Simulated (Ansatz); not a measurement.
For pyrite PtSb2, PBEsol (Ansatz, a first-principles code, PAW) gives:

```
Quantity                                                           Result
---------------------------------------------------------  --------------
lattice constant a                                                6.463 Å
bulk modulus B0                                                   120 GPa
band gap at the measured cell (atoms relaxed with PBEsol)         0.00 eV
formation enthalpy                                         -0.496 eV/atom
```

Question: What does r²SCAN in Ansatz (plane waves, PAW) give for the same quantities?

Answer: 
- lattice constant a: 6.504 Å (grows by 0.6 %)
- bulk modulus: 116 GPa (decreases by 3.3 %)
- band gap at the measured cell (atoms relaxed with PBEsol): 0.01 eV (stays essentially unchanged)
- formation enthalpy: -0.530 eV/atom (moves by -0.034 eV/atom)

For comparison: lattice constant a 6.44 Å (measured, temperature not stated, not corrected to a static lattice; as tabulated in Saeed et al. (2013), arXiv:1402.4256); band gap 0.11 eV (measured, low temperature, zero-point motion not removed; as tabulated in Saeed et al. (2013), arXiv:1402.4256).

Changes are worked out from the printed values.

Unless a cell is named, each level is at its own relaxed cell (PBEsol 22.50, r²SCAN 22.93 Å³/atom).

Levels without +SOC leave out spin–orbit coupling, which shifts energies and cells of such heavy elements.

Levels without +SOC have no spin–orbit coupling; where heavier elements are present it shifts gaps, mostly down, and can invert bands. A gap of zero means that the bands touch or overlap. Density-functional gaps are differences of (generalised) Kohn–Sham levels.

The crystal itself was run without spin with PBEsol, r²SCAN; a magnetic state was not tried in these runs.

Ansatz's density-functional and Hartree–Fock values are scalar-relativistic unless marked +SOC, with PAW data made under PBE.
